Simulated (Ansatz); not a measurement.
# H4N2Si: the cost of one run

All numbers below are computed with Ansatz 0.2.0 (RKS PBE0-D4/STO-3G).

## Step 1: The starting structure

Bond lengths: N1–Si2 1.628 Å, Si2–N3 1.664 Å, N1–H4 0.989 Å, N1–H5 1.010 Å, N3–H6 1.036 Å, N3–H7 1.066 Å. Angles: N1–Si2–N3 91.8°, Si2–N1–H4 113.0°, Si2–N1–H5 111.8°, H4–N1–H5 102.6°, Si2–N3–H6 109.9°, Si2–N3–H7 112.4°, H6–N3–H7 102.9°.

Coordinates:

```xyz
7

N    -0.9757    0.4178   -0.5039
Si   -0.1970   -1.0088   -0.4107
N     0.9983   -0.3536    0.5437
H    -1.9325    0.3210   -0.7355
H    -1.0118    0.8846    0.3911
H     1.2706    0.5764    0.1783
H     1.9094   -0.9054    0.4913
```

## Step 2: End point A

input.yaml reads:

```yaml
crystal:
  periodic: [false, false, false]
  atoms:
    - { symbol: "N", position_ang: [-0.9757, 0.4178, -0.5039] }
    - { symbol: Si, position_ang: [-0.197, -1.0088, -0.4107] }
    - { symbol: "N", position_ang: [0.9983, -0.3536, 0.5437] }
    - { symbol: H, position_ang: [-1.9325, 0.321, -0.7355] }
    - { symbol: H, position_ang: [-1.0118, 0.8846, 0.3911] }
    - { symbol: H, position_ang: [1.2706, 0.5764, 0.1783] }
    - { symbol: H, position_ang: [1.9094, -0.9054, 0.4913] }
basis:
  gaussian: { orbitals: STO-3G }
hamiltonian:
  xc: pbe0
  dispersion: d4
relax:
  f_tol: 0.015
  max_steps: 40
```

Command:

```bash
ansatz run input.yaml --threads 1 --pin off --max-ram 2048MiB --backend cpu --events-out ev --progress --plain --runs-dir out
```

What time and memory should one allow on 1 thread of Intel Xeon at 2.70GHz, shared host?

About 8.3 s, with a peak of 0.11 GiB.
